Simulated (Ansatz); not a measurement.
# BH₂O+ (SMILES B=[OH+]): functionals against CCSD(T) at one geometry

The task here is to estimate one member of a computed series from the others.

Method: single points in def2-TZVPP; program: Ansatz 0.2.0, Gaussian basis.

Cores are frozen in the correlated methods.

## Starting geometry

SMILES `B=[OH+]`, 4 atoms, charge 1, spin multiplicity 1.

Atoms are counted from 1 here; the program's logs count them from 0.

Bond lengths: B1–O2 1.172 Å, B1–H3 1.162 Å, O2–H4 1.039 Å. Angles: O2–B1–H3 175.7°, B1–O2–H4 172.8°.

Geometry (Å):

```xyz
4
BH2O
B     0.1019   -0.5205    0.1904
O    -0.0872    0.5462   -0.2579
H     0.2117   -1.5720    0.6724
H    -0.1264    1.4947   -0.6792
```

Set-up of the first run:

The input, run/in.yaml:

```yaml
crystal:
  periodic: [false, false, false]
  atoms:
    - {symbol: B, position_ang: [0.101900, -0.520500, 0.190400]}
    - {symbol: O, position_ang: [-0.087200, 0.546200, -0.257900]}
    - {symbol: H, position_ang: [0.211700, -1.572000, 0.672400]}
    - {symbol: H, position_ang: [-0.126400, 1.494700, -0.679200]}
basis:
  gaussian: {orbitals: def2-TZVPP}
total_charge: 1
correlation: {method: ccsd_t}
output: {forces: true}
```

No record of the launch command was kept for these runs.

Among the steps run: CCSD(T)/def2-TZVPP; PBE0-D4/def2-TZVPP; wB97M-V/def2-TZVPP; r2SCAN-D4/def2-TZVPP; PBE-D4/def2-TZVPP; SPW92/def2-TZVPP; B97M-V/def2-TZVPP.

One table of the session follows, with a row left open; its other results are not shown here.

| method | RMS force component (eV/Å) | angle to CCSD(T) forces (°) |
| --- | --- | --- |
| CCSD(T) | 2.640 | reference |
| PBE0-D4 | 2.408 | 2.9 |
| wB97M-V | 2.473 | 1.1 |
| r2SCAN-D4 | 2.470 | 1.1 |
| PBE-D4 | 2.519 | 2.9 |
| SPW92 | 2.160 | 4.1 |
| B97M-V | ? | ? |

Estimate the missing values for B97M-V.

As computed: RMS force component (eV/Å): 2.413; angle to CCSD(T) forces (°): 3.5. In the column «RMS force component (eV/Å)» it lies between PBE0-D4 (2.408) and r2SCAN-D4 (2.470).
